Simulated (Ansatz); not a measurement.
Task: the interaction energy of a dimer with the counterpoise correction of F2, with Ansatz 0.2.0, Python API. Give the script and its output. Use (for the species named): MP2, cc-pVDZ basis, multiplicity 1.

```xyz
2

F     0.0000    0.0000    0.0000
F     0.0000    0.0000    1.2300
```

Script `dimer.py`:
```python
import ansatz
import numpy as np

FIRST = [
    ('F', (0.0, 0.0, -0.615)),
    ('F', (0.0, 0.0, 0.615)),
]
SECOND = [
    ('F', (2.6581, 0.8297, -1.8044)),
    ('F', (1.5777, 1.4036, -1.6765)),
]

def energy(atoms, ghosts=()):
    molecule = ansatz.Crystal.molecule()
    for symbol, xyz in atoms:
        molecule = molecule.atom(symbol, xyz)
    calc = (
        molecule.calculation()
        .basis(gaussian='cc-pVDZ')
        .correlation('MP2')
    )
    deck = calc.input()
    if ghosts:
        deck = deck.set(ansatz.key.basis.gaussian.ghost_atoms, [{'symbol': s, 'position_ang': list(xyz)} for s, xyz in ghosts])
    return ansatz.Session.from_dict(deck).plan().execute().report['free_energy_ev']


def main() -> None:
    direction = np.array([0.7155, 0.3772, -0.588])
    print('shift (A)   counterpoise-corrected interaction (eV)')
    for shift in (-0.3, 0.0, 0.4, 1.0, 2.0):
        moved = [(s, tuple(np.round(np.array(xyz) + shift * direction, 4))) for s, xyz in SECOND]
        gain = energy(FIRST + moved) - energy(FIRST, moved) - energy(moved, FIRST)
        print(f'{shift:8.2f} {gain:14.3f}')


if __name__ == '__main__':
    main()
```

Output of `python dimer.py`:
```text
shift (A)   counterpoise-corrected interaction (eV)
   -0.30          0.500
    0.00          0.146
    0.40          0.025
    1.00         -0.001
    2.00         -0.001
```

Notes:
- The dimer is a generated trial pose of unrelaxed monomers, not a minimum, so the figure is no binding energy, and the basis set is small.
- The spin state was assumed, and another may lie lower.
- It ran for 2.4 s on 1 thread of Arm Neoverse V2, with other jobs on the host, peak memory 0.16 GiB.
